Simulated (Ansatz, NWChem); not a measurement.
**Worked example: vertical energy of the triplet above the singlet of C3O2 (carbon suboxide)**

C3O2: 5 atoms, total charge 0, spin state singlet. SMILES: `O=C=C=C=O`. Geometry: relaxed at PBE0-D4/def2-TZVP.

```xyz
5

O     0.3094   -2.0668    1.2529
C     0.1663   -1.0900    0.6526
C     0.0086   -0.0148   -0.0081
C    -0.1466    1.0605   -0.6692
O    -0.2879    2.0375   -1.2697
```

Both states at this one shape; open shells run unrestricted unless said. 1 Eh = 27.2114 eV.

| level | program | singlet C3O2 (Eh) | triplet C3O2 (Eh) |
| --- | --- | --- | --- |
| HF/6-311+G** | Ansatz | -263.350216 | -263.223964 |
| M06-2X/6-311+G** | NWChem | -264.696568 | -264.542183 |
| MP2/6-311+G**, 5 core orbitals frozen | Ansatz | -264.131076 | -263.952914 |

Question: Work out the vertical gap, second state less first, at each level.

Answer: 
1. HF/6-311+G**: -263.223964 − (-263.350216) = 0.126252 Eh = 3.44 eV.
2. M06-2X/6-311+G**: -264.542183 − (-264.696568) = 0.154385 Eh = 4.20 eV.
3. MP2/6-311+G**: -263.952914 − (-264.131076) = 0.178162 Eh = 4.85 eV.

No measured value is set beside it here; the levels span 3.44 to 4.85 eV. Hartree–Fock favours the state with fewer electron pairs, since it lacks pair correlation.
